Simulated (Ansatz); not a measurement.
# C5H10S: small, medium and large basis sets

One table from this session's results is given with a row withheld; the runs are named, their logs left out.

Method: one geometry, several basis sets; program: Ansatz 0.2.0, Gaussian basis.

The runs, in order: PBE0-D4/def2-SVP; ωB97M-V/def2-SVP; PBE0-D4/def2-QZVPP; ωB97M-V/def2-QZVPP; the functionals' def2-TZVPP values are taken from earlier runs.

### Structure used throughout

An earlier PBE0-D4 in a triple-zeta def2 set relaxation fixed the geometry.

SMILES `SC1CCCC1`, 16 atoms, charge 0, spin multiplicity 1.

Atoms are counted from 1 here; the program's logs count them from 0.

Bond lengths: S1–C2 1.806 Å, S1–H7 1.344 Å, C2–C3 1.523 Å, C2–C6 1.524 Å, C2–H8 1.097 Å, C3–C4 1.531 Å, C3–H9 1.095 Å, C3–H10 1.091 Å, C4–C5 1.549 Å, C4–H11 1.091 Å, C4–H12 1.093 Å, C5–C6 1.533 Å, C5–H13 1.092 Å, C5–H14 1.091 Å, C6–H15 1.091 Å, C6–H16 1.095 Å. Angles: C2–S1–H7 96.4°, S1–C2–C3 116.0°, S1–C2–C6 115.9°, S1–C2–H8 103.3°, C3–C2–C6 103.0°, C3–C2–H8 109.2°, C6–C2–H8 109.3°, C2–C3–C4 103.7°, C2–C3–H9 108.6°, C2–C3–H10 112.8°, C4–C3–H9 110.6°, C4–C3–H10 113.8°, H9–C3–H10 107.3°, C3–C4–C5 105.8°, C3–C4–H11 111.8°, C3–C4–H12 110.1°, C5–C4–H11 112.3°, C5–C4–H12 110.2° and more.

The first run:

in.yaml

```yaml
crystal:
  periodic: [false, false, false]
  atoms:
    - {symbol: S, position_ang: [0.171762, 1.124013, 2.523281]}
    - {symbol: C, position_ang: [-0.014156, 0.042754, 1.088483]}
    - {symbol: C, position_ang: [1.198514, -0.066179, 0.172768]}
    - {symbol: C, position_ang: [0.654829, -0.787790, -1.063519]}
    - {symbol: C, position_ang: [-0.858047, -0.458415, -1.112131]}
    - {symbol: C, position_ang: [-1.140389, 0.400960, 0.126088]}
    - {symbol: H, position_ang: [0.408597, 2.251201, 1.830544]}
    - {symbol: H, position_ang: [-0.217494, -0.937614, 1.535720]}
    - {symbol: H, position_ang: [1.532887, 0.944032, -0.086579]}
    - {symbol: H, position_ang: [2.040330, -0.575076, 0.644278]}
    - {symbol: H, position_ang: [1.174831, -0.482351, -1.973067]}
    - {symbol: H, position_ang: [0.803315, -1.865800, -0.965713]}
    - {symbol: H, position_ang: [-1.447516, -1.377467, -1.082068]}
    - {symbol: H, position_ang: [-1.136540, 0.060091, -2.031168]}
    - {symbol: H, position_ang: [-2.129644, 0.239430, 0.556392]}
    - {symbol: H, position_ang: [-1.064178, 1.465410, -0.119108]}
basis:
  gaussian: {orbitals: def2-SVP}
hamiltonian: {xc: pbe0, dispersion: d4}
output: {orbitals: {seedname: orbitals}}
```

Launch:

```
ansatz run in.yaml --threads 2 --pin off --events-out ev --progress --plain --max-ram 32768MiB --backend cpu
```

Among the steps run: PBE0-D4 in def2-SVP; ωB97M-V in def2-SVP; PBE0-D4 in def2-QZVPP; ωB97M-V in def2-QZVPP.

One of the session's tables, all rows but one given; the rest of the session is left out.

It belongs to the step «Functionals by basis». 

```
functional       basis  HOMO (eV)  LUMO (eV)
   PBE0-D4    def2-SVP      -6.50       1.01
   PBE0-D4  def2-TZVPP          ?          ?
   PBE0-D4  def2-QZVPP      -6.67       0.28
   ωB97M-V    def2-SVP      -8.73       2.87
   ωB97M-V  def2-TZVPP      -8.87       2.18
   ωB97M-V  def2-QZVPP      -8.91       1.71
```

**Question.** Estimate the row for PBE0-D4, def2-TZVPP.

As computed: HOMO (eV): -6.63; LUMO (eV): 0.50. In the column «HOMO (eV)» it lies between PBE0-D4, def2-QZVPP (-6.67) and PBE0-D4, def2-SVP (-6.50).
